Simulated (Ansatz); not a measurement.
C$_{3}$H$_{4}$F$_{2}$ (`C=C(F)CF`) at its PBE0-D4/def2-TZVP geometry, where that method's forces vanish. Total charge 0; spin multiplicity 1.

```xyz
9

C    -0.7236    1.1918    0.2022
C    -0.4888   -0.0496   -0.1665
F    -1.4402   -0.8138   -0.7274
C     0.7812   -0.8210   -0.0532
F     1.7664   -0.0591    0.5179
H     0.0721    1.7692    0.6493
H    -1.6988    1.6378    0.0632
H     0.6204   -1.7135    0.5620
H     1.1113   -1.1418   -1.0476
```

Q: What forces (eV/Å) does r2SCAN-D4/def2-TZVPP give on these atoms in Ansatz? (An estimate is asked.)

A: Computed: 
```
C1  -0.050  0.241  0.070
C2   0.246  0.077  0.102
F3  -0.237 -0.220 -0.150
C4  -0.207 -0.233 -0.146
F5   0.237  0.201  0.144
H6  -0.017 -0.020 -0.012
H7   0.021 -0.013  0.002
H8   0.002 -0.018  0.001
H9   0.005 -0.014 -0.010
```
